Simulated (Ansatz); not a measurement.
# C3H3FS: the cost of one run

All numbers below are computed with Ansatz 0.2.0 (RKS PBE/def2-SVP).

## 1. The starting structure

Bond lengths: F1–C2 1.325 Å, C2–C3 1.462 Å, C3–C4 1.278 Å, C3–S5 1.663 Å, C4–S5 1.756 Å, C2–H6 1.090 Å, C2–H7 1.102 Å, C4–H8 1.049 Å. Angles: F1–C2–C3 111.4°, F1–C2–H6 104.7°, F1–C2–H7 109.7°, C3–C2–H6 112.9°, C3–C2–H7 111.9°, H6–C2–H7 105.8°, C2–C3–C4 146.6°, C2–C3–S5 141.1°, C4–C3–S5 72.0°, C3–C4–S5 64.3°, C3–C4–H8 154.2°, S5–C4–H8 141.4°, C3–S5–C4 43.8°.

Structure file:

```xyz
8

F    -0.1328    1.4926    1.3335
C     0.5012    0.8812    0.3437
C    -0.3052   -0.2011   -0.2186
C    -0.4109   -1.4578   -0.4228
S    -1.6482   -0.4576   -1.1656
H     1.4333    0.5304    0.7878
H     0.7924    1.6176   -0.4220
H    -0.1378   -2.4624   -0.2918
```

## 2. Relaxing end A

input.yaml reads:

```yaml
crystal:
  periodic: [false, false, false]
  atoms:
    - { symbol: F, position_ang: [-0.1328, 1.4926, 1.3335] }
    - { symbol: C, position_ang: [0.5012, 0.8812, 0.3437] }
    - { symbol: C, position_ang: [-0.3052, -0.2011, -0.2186] }
    - { symbol: C, position_ang: [-0.4109, -1.4578, -0.4228] }
    - { symbol: S, position_ang: [-1.6482, -0.4576, -1.1656] }
    - { symbol: H, position_ang: [1.4333, 0.5304, 0.7878] }
    - { symbol: H, position_ang: [0.7924, 1.6176, -0.422] }
    - { symbol: H, position_ang: [-0.1378, -2.4624, -0.2918] }
basis:
  gaussian: { orbitals: def2-SVP }
hamiltonian:
  xc: pbe
relax:
  f_tol: 0.015
  max_steps: 40
```

The run is started by

```sh
$ ansatz run input.yaml --threads 1 --pin off --max-ram 2048MiB --backend cpu --events-out ev --progress --plain --runs-dir out
```

What time and memory should one allow on 1 thread of Arm Neoverse V2, shared host?

About 25 s, with a peak of 0.12 GiB.
